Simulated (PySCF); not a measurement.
Homolysis of single bonds, series HO-X. All species are isolated molecules in the gas phase. One relaxed conformer stands for each flexible species; it need not be the lowest. Strings in code marks are SMILES.

Level of theory: M06-2X/def2-TZVP // B3LYP-D3(BJ)/def2-TZVP in PySCF. 

| species | highest occupied spin orbital (eV) | dipole moment (D) |
|---|---|---|
| whole molecule (`O`) | – | 2.10 |
| whole molecule (`CO`) | – | 1.75 |
| radical fragment (`[CH3]`) | -7.80 | 0.00 |
| radical fragment (`[OH]`) | [?] | 1.80 |
| radical fragment (`[CH2]O`) | -6.44 | – |
| radical fragment (`C[C](C)C`) | -6.03 | [?] |
| radical fragment (`[O]C`) | -9.44 | 2.03 |
| radical fragment (`CO[C]=O` (C–O–C–O torsion 0°)) | -8.14 | – |
| whole molecule (`O[SiH3]`) | – | [?] |
| whole molecule (`C[Si](O)(C)C` (C–Si–O–H torsion 60°)) | – | – |
| radical fragment (`C[Si](C)C`) | -6.13 | 0.50 |
| whole molecule (`OS` (H–O–S–H torsion 91°)) | – | – |

Problem. Complete the blanks.

Solution. 
- radical fragment (`[OH]`), highest occupied spin orbital (eV): -10.99
- radical fragment (`C[C](C)C`), dipole moment (D): 0.25
- whole molecule (`O[SiH3]`), dipole moment (D): 1.39
